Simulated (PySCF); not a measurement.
Converging F2 in the basis (MP2)

PySCF, RHF reference; singlet, unpaired electrons none; De to F + F without counterpoise correction. Frozen cores follow the default of each basis and core potential.

```tsv
basis	relativity	functions	Re (Å)	ωe (cm⁻¹)	De (eV)	frozen orbitals
3-21G	no relativity	18	1.463	1067	1.40	2
def2-SVP	no relativity	28	1.407	972	1.43	2
def2-SVPD	no relativity	46	1.418	933	1.44	2
pcseg-2	no relativity	60	1.402	1006	1.77	2
x2c-TZVPPall	spin-free X2C	62	1.399	1009	1.74	2
def2-TZVPPD	no relativity	80	1.400	1003	1.75	2
```

(1) How does each smaller set differ from the one with most functions, def2-TZVPPD?

Correlated steps freeze 2 core orbitals. Correlated levels converge slowly with the basis: in double zeta they bind strong bonds too weakly, by up to about 1 eV, and carry superposition errors of some tenths. Where the molecule has an RHF reference, its open-shell atoms are computed with UHF. 3-21G is very small, so such numbers show the basis as much as the molecule.

Answers

(1) 3-21G: +6.3 pm, +6.4 % in ωe, -0.35 eV in De; def2-SVP: +0.7 pm, -3.1 % in ωe, -0.32 eV in De; def2-SVPD: +1.8 pm, -7.0 % in ωe, -0.31 eV in De; pcseg-2: +0.2 pm, +0.3 % in ωe, +0.02 eV in De; x2c-TZVPPall: -0.1 pm, +0.6 % in ωe, -0.01 eV in De. All at MP2; the set with most functions is neither the basis-set limit nor always the best. The rows treat relativity differently, so the differences are not basis effects alone.
